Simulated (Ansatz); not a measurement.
System: C$_{2}$H$_{5}$, net charge -1, singlet state. It need not be the lowest isomer of its formula. Whether it binds its extra electron was not tested at this geometry. 
Geometry from a B3LYP-D3(BJ)/def2-TZVP (Ansatz, a quantum-chemistry and plane-wave program) optimisation:
SMILES: C[CH2-]
```xyz
7

C      0.0034     0.1041     0.8446
C     -0.0032     0.0284    -0.6847
H     -0.8717    -0.4578     1.2295
H      0.8860    -0.4513     1.2217
H     -0.0018    -0.9800    -1.1931
H     -0.8824     0.5438    -1.1048
H      0.8685     0.5502    -1.1127
```
Charge -1, spin multiplicity 1.

Basis-set convergence of Hartree-Fock and CCSD(T) correlation energies (hartree) with Ansatz. Valence correlation only, unless marked. No spin-orbit coupling. Non-relativistic. This anion needs diffuse functions, which these sets lack.

| basis | functions | E(HF) | E(corr, CCSD(T)) |
|---|---|---|---|
| cc-pVDZ | - | -78.51968 | -0.35072 |
| cc-pVTZ | 130 | … | … |

Task: Complete the blanks.

Result: 
- cc-pVTZ, E(HF): -78.55164
- cc-pVTZ, E(corr, CCSD(T)): -0.42355
